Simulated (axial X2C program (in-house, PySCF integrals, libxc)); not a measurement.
Nuclear properties of BS

Calculated with an axial X2C code built on PySCF integrals: two-component X2C with atomic mean-field Coulomb and Gaunt terms, Gaussian nuclei, basis S dyall-av3z, B dyall-v3z with contracted cores.

R = 1.612 Å (near the PBE0 minimum at charge 0 of the determinant lowest at the starting distance; the state shown can have its own minimum elsewhere).

Determinant lowest in the PBE0 search, Ω = 1/2 (⟨Sz⟩ = 0.50, ⟨Lz⟩ = 0.00 at PBE0), spin on the atoms S -0.02, B 0.52:

| level | Eeff magnitude (GV/cm) | Ws magnitude S (kHz) | Ws magnitude B (kHz) | A∥/gI S (MHz) | qzz S (a.u.) | A∥/gI B (MHz) | qzz B (a.u.) | μ (D) |
| --- | --- | --- | --- | --- | --- | --- | --- | --- |
| PBE0 | 0.0639 | 0.0432 | 0.00737 | 117 | 0.00 | 482 | -0.27 | 0.89 |
| HF | 0.0497 | 0.0316 | 0.00787 | 101 | -0.23 | 536 | -0.35 | 1.38 |
| r2SCAN | 0.0683 | 0.0464 | 0.00733 | 118 | -0.02 | 500 | -0.28 | 0.87 |
| TPSSh | 0.06 | 0.0403 | 0.00722 | 116 | 0.10 | 476 | -0.26 | 0.82 |
| LDA | 0.0551 | 0.0365 | 0.00722 | 118 | -0.03 | 471 | -0.24 | 0.63 |

Eeff is the effective electric field on the electron electric dipole moment in this Ω state and Ws the scalar–pseudoscalar constant of the nucleus named (defined with the proton number Z and per Ω); A∥ (defined per Ω) follows by multiplying with gI = μI/(I μN); qzz is the electric field gradient, eQq0 = 234.96 MHz × Q/barn × qzz; μ is positive if the B end (last atom) is positive. The operators were transformed with the bare-nucleus X2C matrices; with these basis sets, hyperfine constants and field gradients can be off by tens of per cent, and where levels differ in sign neither size nor sign is settled.

(1) With gI(33S) = 0.4292, gI(11B) = 1.7924, Q(11B) = 0.04059 barn (g factors from the IAEA table of nuclear moments by Stone; Q from Pyykkö, Mol. Phys. 2018), turn the PBE0 values of the first state into constants in MHz.

Each state is one determinant with collinear spin. Unrestricted Hartree–Fock can overshoot spin polarisation at the nuclei. The search compared states at one distance, so a state with another bond length can lie lower. Where a field gradient or hyperfine factor spreads by more than a factor of two over the levels, a constant derived from it is not to be relied on.

Results:

(1) A∥(33S) = 117 × 0.4292 = 50.2 MHz; A∥(11B) = 482 × 1.7924 = 864 MHz; eQq0(11B) = 234.96 × (0.04059) × (-0.27) = -2.57 MHz.
